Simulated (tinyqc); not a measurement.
Inside a calculation. Method: MP2 on RHF in the sto-3g basis, frozen core, for BH3, spin multiplicity 1. One step of it, computed by the program tinyqc.

Problem. Iteration 7 (converged): orbitals. Diagonalise F' = X^T F X, C = X C', fill 4 alpha and 4 beta electrons from the bottom; D = 2 C_occ C_occ^T. Each column has its largest component positive (the first on a tie).

converged F (hartree):
```
            1B 1s      1B 2s     1B 2px     1B 2py     1B 2pz      2H 1s      3H 1s      4H 1s
1B 1s   -7.423563  -2.176139   0.000000   0.000000  -0.000147  -0.392365  -0.392405  -0.392405
1B 2s   -2.176139  -1.054342   0.000042   0.000000   0.001392  -0.471467  -0.471472  -0.471472
1B 2px   0.000000   0.000042  -0.127095   0.000000  -0.000001  -0.366313   0.183275   0.183275
1B 2py   0.000000   0.000000   0.000000  -0.126954   0.000000   0.000000  -0.317177   0.317177
1B 2pz  -0.000147   0.001392  -0.000001   0.000000   0.243729   0.001560   0.001560   0.001560
2H 1s   -0.392365  -0.471467  -0.366313   0.000000   0.001560  -0.316788  -0.095152  -0.095152
3H 1s   -0.392405  -0.471472   0.183275  -0.317177   0.001560  -0.095152  -0.316777  -0.095279
4H 1s   -0.392405  -0.471472   0.183275   0.317177   0.001560  -0.095152  -0.095279  -0.316777
```

X:
```
            1B 1s      1B 2s     1B 2px     1B 2py     1B 2pz      2H 1s      3H 1s      4H 1s
1B 1s    1.032873  -0.171504   0.000010   0.000000   0.000189   0.025803   0.025807   0.025807
1B 2s   -0.171504   1.287185  -0.000091   0.000000  -0.001620  -0.264317  -0.264363  -0.264363
1B 2px   0.000010  -0.000091   1.145640   0.000000   0.000001  -0.286149   0.143205   0.143205
1B 2py   0.000000   0.000000   0.000000   1.145479   0.000000   0.000000  -0.247742   0.247742
1B 2pz   0.000189  -0.001620   0.000001   0.000000   1.000010   0.001664   0.001664   0.001664
2H 1s    0.025803  -0.264317  -0.286149   0.000000   0.001664   1.180253  -0.010518  -0.010518
3H 1s    0.025807  -0.264363   0.143205  -0.247742   0.001664  -0.010518   1.180275  -0.010460
4H 1s    0.025807  -0.264363   0.143205   0.247742   0.001664  -0.010518  -0.010460   1.180275
```

Give: F' = X^T F X; orbital energies; coefficients C; D after iteration 7.

Solution.

F' = X^T F X (hartree):
```
        1       2       3       4       5       6       7       8
1  -7.231  -1.184   0.000   0.000   0.000  -0.024  -0.024  -0.024
2  -1.184  -0.255   0.000   0.000  -0.001  -0.340  -0.340  -0.340
3   0.000   0.000   0.166   0.000   0.000  -0.428   0.214   0.214
4   0.000   0.000   0.000   0.166   0.000   0.000  -0.370   0.370
5   0.000  -0.001   0.000   0.000   0.244   0.002   0.002   0.002
6  -0.024  -0.340  -0.428   0.000   0.002   0.019  -0.026  -0.026
7  -0.024  -0.340   0.214  -0.370   0.002  -0.026   0.019  -0.025
8  -0.024  -0.340   0.214   0.370   0.002  -0.026  -0.025   0.019
```

orbital energies (hartree): MO1 -7.429, MO2 -0.619, MO3 -0.422, MO4 -0.422, MO5 0.244, MO6 0.530, MO7 0.632, MO8 0.633

coefficients C:
```
           MO1     MO2     MO3     MO4     MO5     MO6     MO7     MO8
1B 1s    0.991  -0.224   0.000   0.000  -0.003  -0.255   0.000   0.000
1B 2s    0.034   0.610   0.000   0.000   0.013   1.234   0.000  -0.002
1B 2px   0.000   0.000   0.500   0.000   0.000   0.002   0.000   1.089
1B 2py   0.000   0.000   0.000   0.500   0.000   0.000   1.088   0.000
1B 2pz   0.000  -0.001   0.000   0.000   1.000  -0.014   0.000   0.000
2H 1s   -0.005   0.277   0.536   0.000  -0.005  -0.666   0.000  -0.859
3H 1s   -0.005   0.277  -0.268   0.464  -0.005  -0.664  -0.745   0.431
4H 1s   -0.005   0.277  -0.268  -0.464  -0.005  -0.664   0.745   0.431
```

D after iteration 7:
```
         1B 1s   1B 2s  1B 2px  1B 2py  1B 2pz   2H 1s   3H 1s   4H 1s
1B 1s    2.066  -0.207   0.000   0.000   0.000  -0.135  -0.135  -0.135
1B 2s   -0.207   0.746   0.000   0.000  -0.001   0.338   0.338   0.338
1B 2px   0.000   0.000   0.500   0.000   0.000   0.536  -0.268  -0.268
1B 2py   0.000   0.000   0.000   0.500   0.000   0.000   0.464  -0.464
1B 2pz   0.000  -0.001   0.000   0.000   0.000  -0.001  -0.001  -0.001
2H 1s   -0.135   0.338   0.536   0.000  -0.001   0.728  -0.133  -0.133
3H 1s   -0.135   0.338  -0.268   0.464  -0.001  -0.133   0.728  -0.133
4H 1s   -0.135   0.338  -0.268  -0.464  -0.001  -0.133  -0.133   0.728
```
